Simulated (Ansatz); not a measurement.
Crystal: Er2O, antifluorite type, 3 atoms in the cell.

These are results of PBE, plane waves, PAW datasets (generated soft set 1) in Ansatz 0.2.0 development build, not measurements.

Cutoff 420 eV; k-mesh 31×31×31 Γ-centred; Fermi–Dirac smearing of 0.0612 eV; no spin polarisation; no spin–orbit coupling.

What equilibrium volume, lattice constant and bulk modulus does this give?

V₀ = 17.918 Å³/atom (a₀ = 5.991 Å), B₀ = 54.1 GPa, B₀′ = 5.12. The points behind the fit:

```
V (Å³/atom)   a (Å)  E − E(min) (meV/atom)  P (GPa)
     16.859  5.8704                  11.98     3.86
     17.218  5.9118                   5.02     2.39
     17.576  5.9525                   1.15     1.10
     17.935  5.9928                   0.00    -0.05
     18.294  6.0325                   1.27    -1.06
     18.652  6.0716                   4.67    -1.96
     19.011  6.1103                   9.97    -2.76
```

The published all-electron PBE values for this crystal (mean of FLEUR and WIEN2k, k-spacing 0.06 Å⁻¹; Bosoni et al., Nat. Rev. Phys. 6, 45 (2024)) are V₀ = 17.938 Å³/atom, B₀ = 53.9 GPa, B₀′ = 5.09.

The stress includes the program's correction for the finite plane-wave basis.

This cubic structure is a model: it isn't the usual form of the substance at ambient conditions, and such phases are metastable or hypothetical. The open f shell is treated without spin here, so this is a model state and not the ground state.
